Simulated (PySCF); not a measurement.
## Shapes and spin states of NaO2

These are results of PBE0/[Na def2-TZVP, O def2-TZVP], no relativity, density fitting, PySCF, not measurements.

Relaxations began from a few typed shapes and spin states; open shells are unrestricted. The search is not exhaustive: other isomers or separated fragments can lie lower, and high-lying points may rest on an excited occupation.

```csv
spin,group,bonds,angles,imaginary modes (cm⁻¹),ΔE (kJ/mol),ΔE with ZPE (kJ/mol)
doublet,C2v,"Na–O 2.121 Å (×2), O–O 1.329 Å","Na–O–O 71.7° (×2), O–Na–O 36.5°",none,0.0,0.0
quartet,D∞h,Na–O 2.205 Å (×2),O–Na–O 180.0°,none,318.0,310.3
```

The lowest minimum found is the doublet C2v: Na–O 2.121 Å (×2), O–O 1.329 Å; Na–O–O 71.7° (×2), O–Na–O 36.5°.

Starts that fell apart ended at 120 kJ/mol on the same scale (coarser grid).

The electron or spin density has lower symmetry than the nuclear frame for the quartet D∞h at 318.0 kJ/mol.
